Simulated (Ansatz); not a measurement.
Reaction (hydrogenolysis of a C–F bond): `FC1=CCN1` + H₂ → `C1=CNC1` + H–F

Gas-phase electronic energies from Ansatz, PBE0-D4/def2-TZVP geometries. CBS: MP2 limit from def2 TZ/QZ plus the TZ coupled-cluster correction, frozen cores. This one scheme is used for every species.

```csv
species,HF/CBS(def2) energy (Eh)
`FC1=CCN1`,-269.86464
H₂,-1.13356
`C1=CNC1`,-170.95690
H–F,-100.07071
```

Task: Work out ΔE.

Result: ΔE = (-170.95690) + (-100.07071) − (-269.86464) − (-1.13356) = -0.02941 Eh = -77.2 kJ/mol. CCSD(T)/CBS gives -81.9 kJ/mol.

Largest T1 diagnostic among the species: 0.012.

From r2SCAN to r2SCAN0 (25 % exact exchange), in def2-TZVPP and without D4, ΔE moves by −7.0 kJ/mol. Leaving LDA and LC-ωPBE aside and taking each functional with its dispersion term where it has one, the values, not all of them listed here, spread over 15.4 kJ/mol, from PBE-QIDH to r2SCAN-D4. LDA lies +6.5 kJ/mol from PBE without D4. At CCSD(T), def2-SVP lies +19.9 kJ/mol from the extrapolated value and def2-TZVPP +5.3 kJ/mol.
